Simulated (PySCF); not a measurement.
# ECD: `C[C@@H]1C[P@]1(=O)P`, C3H8OP2

Geometry (Å), atoms numbered from 1 in this order:
```xyz
14

C    -1.279   -1.235    0.224
C    -0.774    0.106    0.680
C    -0.695    1.223   -0.400
P     0.900    0.700    0.291
O     1.681    1.575    1.185
P     1.978   -0.614   -1.067
H    -1.116   -1.994    0.988
H    -0.762   -1.541   -0.685
H    -2.347   -1.184    0.012
H    -1.161    0.438    1.639
H    -1.066    2.198   -0.114
H    -0.986    0.923   -1.396
H     2.841    0.440   -1.370
H     2.786   -1.034   -0.010
```

The calculation used PySCF, TDDFT B3LYP/aug-cc-pVDZ circular dichroism and optical rotation, one conformer, gas phase. Geometry: GFN2-xTB.

**Question.** Assign R or S to each stereocentre.

**Answer.** C2 R, P4 S.

**Question.** List the lowest 8 singlet excitations with oscillator and rotatory strengths.

**Answer.** Rotatory strengths R in 10⁻⁴⁰ esu² cm², velocity form and length form (origin at the centre of mass); f in length form.
```
state  E (eV)  λ (nm)      f  R (velocity)  R (length)                                    main
    1    5.05     246  0.007         -13.5       -13.7                          HOMO→LUMO 0.93
    2    5.50     225  0.008          +7.6        +7.3                        HOMO→LUMO+1 0.94
    3    5.66     219  0.016          -5.3        -5.3      HOMO→LUMO+2 0.79, HOMO−1→LUMO 0.17
    4    5.81     214  0.176         +42.5       +42.2      HOMO−1→LUMO 0.68, HOMO→LUMO+2 0.14
    5    5.91     210  0.021         -35.9       -35.8                        HOMO→LUMO+3 0.84
    6    5.97     208  0.008         +21.7       +21.2  HOMO−1→LUMO+1 0.67, HOMO−1→LUMO+2 0.28
    7    6.04     205  0.077          +0.1        +0.7  HOMO−1→LUMO+2 0.55, HOMO−1→LUMO+1 0.28
    8    6.29     197  0.007          +2.6        +2.2      HOMO→LUMO+4 0.45, HOMO→LUMO+5 0.24
```

Among the states computed, the strongest CD band (largest |R|) is state 4. The largest dissymmetry factor in size, g = 4R/(D+G), with D and G the electric and magnetic dipole strengths, is +0.025 for state 6 (velocity form, f = 0.008), among bands with |R| over 0.5. The mirror image has the same energies and oscillator strengths and all R with the opposite sign.
